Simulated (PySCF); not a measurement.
**Vertical excitation energies**

Species: difluorosilane, F₂H₂Si.
SMILES with atom numbers: `[F:1][SiH2:2][F:3]` (hydrogens: H4, H5 on Si2)

Geometry (PBE0-D3(BJ)/def2-TZVP, Å), atoms numbered from 1 in this order:
```xyz
5
F2H2Si angstrom
F     -1.127   -0.972    0.014
Si     0.148   -0.031    0.077
F      1.437   -0.940   -0.086
H      0.190    0.608    1.405
H      0.091    0.908   -1.058
```

Level of theory: PySCF, TDDFT CAM-B3LYP/aug-cc-pVTZ, vertical, gas phase, core orbitals frozen in the response. Geometry: PBE0-D3(BJ)/def2-TZVP; no solvent, vibrations or thermal averaging.

List the vertical singlet excitations with oscillator strengths and describe the spectrum.

```
state  λ (nm)  E (eV)       f  symmetry  main configurations (H = HOMO, L = LUMO)
   S1   148.6    8.34  0.0000         –                  H→L+1 (84%), H→L+6 (14%)
   S2   144.0    8.61   0.029  B1 or B2       H→L+2 (64%), H→L (17%), H→L+5 (12%)
   S3   135.8    9.13   0.122  B1 or B2                    H→L (71%), H→L+2 (22%)
   S4   123.8   10.01   0.027        A1                               H→L+3 (96%)
   S5   116.7   10.62   0.232  B1 or B2                               H→L+5 (83%)
   S6   116.7   10.62   0.076  B1 or B2              H-1→L+1 (69%), H-2→L+2 (11%)
   S7   116.6   10.63   0.106        A1                               H→L+4 (76%)
   S8   114.0   10.87   0.095        A1                H-1→L+2 (62%), H-1→L (16%)
   S9   114.0   10.88  0.0000         –                  H→L+6 (80%), H→L+1 (14%)
  S10   111.9   11.08   0.023        A1                             H-2→L+1 (73%)
```

Triplets (Tamm–Dancoff): T1 7.82 eV, H→L+1 (75%), H→L+6 (20%); T2 8.02 eV, H→L+2 (49%), H→L+5 (28%), H→L (15%); T3 8.71 eV, H→L (42%), H→L+2 (28%), H→L+9 (16%); T4 9.65 eV, H→L+5 (36%), H→L (32%), H→L+7 (16%).

The lowest singlet lies at 8.34 eV (149 nm, vacuum ultraviolet) and is dark (f under 0.0005); its leading configuration is HOMO→LUMO+1 (84%). The strongest level in the table is S5 at 10.62 eV (117 nm, f = 0.232). S5/S6/S7 and S8/S9 lie within about 0.01 eV of each other in each set. Löwdin shares by element: HOMO hydrogen 48%, silicon 33%, fluorine 9% or more; LUMO hydrogen 88%, silicon 8%. The listed states span 2.74 eV, and the widest gap between neighbours is 0.88 eV (S3 to S4). The oscillator strengths of these states sum to 0.709; summed over the whole spectrum of an exact calculation they would give the number of electrons, 34 (Thomas–Reiche–Kuhn). Weighted by f, the mean energy of these states is 10.31 eV. Symmetry labels in C2v follow from the direction of the transition dipole and are given only for states with f of 0.002 or more; B1 and B2 swap with the choice of axes. Singlets were solved by full linear response, triplets in the Tamm–Dancoff approximation.

On an Arm Neoverse N1 with one thread (shared host), this took 18 s and 0.68 GiB of memory at its peak.
